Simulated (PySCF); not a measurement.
Molecule: SMILES [H]/N=C/CC(=O)[O-], [C₃H₄NO₂]-.

Geometry (Å), atoms numbered from 1 in this order:
```xyz
10

N     1.8385    0.1727    0.7094
C     0.8912    0.0918   -0.1471
C    -0.3689   -0.6508    0.0614
C    -1.6396    0.1943   -0.3856
O    -1.4541    0.8991   -1.3957
O    -2.6534    0.0135    0.3003
H     2.5670    0.7867    0.3272
H     0.8989    0.6219   -1.1200
H    -0.4596   -1.0135    1.0956
H    -0.3750   -1.5240   -0.6184
```

Total charge -1.

Spin–spin couplings on one PBE0-D3(BJ)/def2-SVP geometry, PySCF 2.14.0 with density-fitted response routines, gas phase, non-relativistic, equivalent pairs averaged (spin–dipole term only in couplings to heteroatoms); isotopes ¹³C, ¹H, ¹⁵N, ¹⁷O; basis pcJ-1.

How do the couplings (Hz) change with the functional? Times are CPU seconds on shared hosts with different chips, so compare them loosely.

## Answers


| functional | functions | ¹J(C2,H8) | ¹J(C3,H9) | ¹J(C2,C3) | ¹J(N1,H7) | ¹J(C4,O5) | ¹J(C3,C4) | ¹J(N1,C2) | core-s |
| --- | --- | --- | --- | --- | --- | --- | --- | --- | --- |
| LDA | 202 | 123.4 | 101.7 | 35.2 | -34.1 | 34.1 | 23.8 | 2.8 | 16 |
| PBE | 202 | 144.4 | 120.6 | 44.7 | -36.3 | 34.2 | 30.7 | 0.6 | 21 |
| KT2 | 202 | 152.5 | 126.9 | 35.0 | -36.3 | 41.3 | 22.3 | 5.1 | 22 |
| B3LYP | 202 | 160.7 | 131.9 | 50.4 | -42.6 | 30.2 | 38.3 | -3.0 | 16 |
| PBE0 | 202 | 151.9 | 124.1 | 48.4 | -40.0 | 30.0 | 36.4 | -2.7 | 16 |
| B97-2 | 202 | 146.0 | 118.2 | 47.6 | -40.3 | 29.2 | 36.1 | -2.7 | 16 |
| BHandHLYP | 202 | 175.3 | 141.6 | 58.5 | -49.6 | 24.0 | 48.0 | -9.7 | 22 |
| CAM-B3LYP | 202 | 159.8 | 129.2 | 49.9 | -42.6 | 28.9 | 39.8 | -3.5 | 27 | Left out for a near triplet instability: HF/pcJ-1.
